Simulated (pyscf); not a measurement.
PySCF, gas phase, ωB97X-D3(BJ)/def2-SVP geometries.

Task: For the elementary gas-phase step PH₃ + H₃Si–O–SiH₃ -> H₃Si–O–PH₂ + SiH₄ (singlet surface; H–P, O–Si broken, O–P, H–Si formed), what barrier and reaction energy does r²SCAN/def2-TZVP give, measured from the separated reactants?

Result: ΔE‡ = 247.9 kJ/mol, ΔE = +111.9 kJ/mol. ωB97M-D3(BJ)/def2-TZVP gives 263.1 kJ/mol and +107.2 kJ/mol. Zero-point energy shifts the barrier by +6.0 kJ/mol. It is a four-centre exchange, with an imaginary mode of 528i cm⁻¹. H₃Si–O–PH₂ lies 23.9 kJ/mol over its isomer HO–SiH₂–PH₂ (electronic energy, ωB97M-D3(BJ)/def2-TZVP). One saddle was located; it need not be the lowest between these sides.
